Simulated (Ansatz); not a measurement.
## Heat of formation of H3NO (SMILES NO) from total energies

H3NO has 5 atoms, charge 0, and is taken as a singlet. As SMILES, `NO`. The shape is that of a PBE0-D4/def2-TZVP optimisation. This is one conformer, not always the lowest.

Total energies at CAM-B3LYP/def2-TZVPP (Ansatz 0.2.0); the atoms run unrestricted:

| species | state | energy (Eh) |
| --- | --- | --- |
| H3NO | singlet | -131.729728 |
| N | quartet | -54.582633 |
| O | triplet | -75.073255 |
| H | doublet | -0.498811 |

Harmonic wavenumbers at PBE0-D4/def2-TZVP, in cm⁻¹: 432, 980, 1152, 1346, 1411, 1678, 3470, 3552, 3855.

Measured heats of formation of the gaseous atoms at 298.15 K, in kJ/mol: N 472.4, O 249.2, H 218.0. Spin-orbit lowering of the atoms at 298 K (mean of the ground term's levels less their thermal mean, from spectra), in kJ/mol: O 0.40. Take 1 Eh = 2625.50 kJ/mol, 1 cm⁻¹ = 0.0119627 kJ/mol, RT = 2.479 kJ/mol.

Question: What heat of formation follows?

Answer: 
1. Electronic atomisation energy: (-54.582633) + (-75.073255) + 3 × (-0.498811) − (-131.729728) = 0.577407 Eh = 1516.0 kJ/mol.
2. Zero-point energy: half the sum of the wavenumbers, 8938 cm⁻¹ = 106.9 kJ/mol.
3. Thermal vibrational enthalpy, Σ hcν̃/(exp(hcν̃/kT) − 1): 0.9 kJ/mol. Translation, rotation and pV of a non-linear molecule: 4 RT = 9.9 kJ/mol.
4. The 5 free atoms carry 5/2 RT each: 31.0 kJ/mol.
5. Spin-orbit coupling lowers the free atoms by 0.40 = 0.4 kJ/mol.
6. Atomisation enthalpy at 298 K: 1516.0 − 0.4 − 106.9 − 0.9 − 9.9 + 31.0 = 1428.9 kJ/mol.
7. Sum of the atoms' heats of formation: 1375.6 kJ/mol. Heat of formation: 1375.6 − 1428.9 = -53.3 kJ/mol.

The tabulated value is -43.5 kJ/mol (Active Thermochemical Tables), so this level is off by -9.8 kJ/mol, or 0.7 % of the atomisation enthalpy that the table implies (1419.1 kJ/mol). Anharmonicity and any spin-orbit splitting of the molecule are left out.
